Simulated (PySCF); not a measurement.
One ligand Y is varied and pulled off as a radical: Ta(F)4–Y. All species are isolated molecules in the gas phase. One relaxed conformer stands for each flexible species; it need not be the lowest. Multiplicities are imposed; where one is given, others were not computed. Strings in code marks are SMILES.

Level of theory: TPSSh-D3(BJ)/def2-TZVP // PBE-D3(BJ)/def2-SVP run with PySCF 2.14.0. All candidates: neutral, multiplicity 2. 

```yaml
dipole_moment: 1.75 D
highest_occupied_spin_orbital: -8.07 eV
```

### Question
Name which member has these values.
A. `[SH]`
B. `C[O]`
C. `[OH]`
D. `[CH3]`

### Answer
C, `[OH]`. The others give `C[O]`: 2.02 D, -6.88 eV; `[SH]`: 0.88 D, -6.75 eV; `[CH3]`: 0.00 D, -6.06 eV
